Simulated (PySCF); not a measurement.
How methods differ on the ionisation energy of Si

Si [Ne] 3s2 3p2 (3P) → Si+ [Ne] 3s2 3p1 (2P), as a difference of total energies. Computed with PySCF 2.14 in def2-TZVP (5s5p2d1f, 37 functions), with the non-relativistic Hamiltonian (point nucleus). Correlated levels: valence: [Ne] frozen. The calculations carry no spin-orbit coupling.

```
           method  ionisation energy (eV)  error (eV)
              UHF                   7.640      -0.517
             BP86                   8.255      +0.098
             PBE0                   8.220      +0.063
    MP2 (valence)                   8.037      -0.120
SCS-MP2 (valence)                   7.953      -0.204
   CCSD (valence)                   8.067      -0.090
CCSD(T) (valence)                   8.105      -0.052
```

Reference: 8.157 eV (measured; NIST levels, between the centres of gravity of the two terms).

Errors of the correlated levels include the incompleteness of this basis and the frozen core.
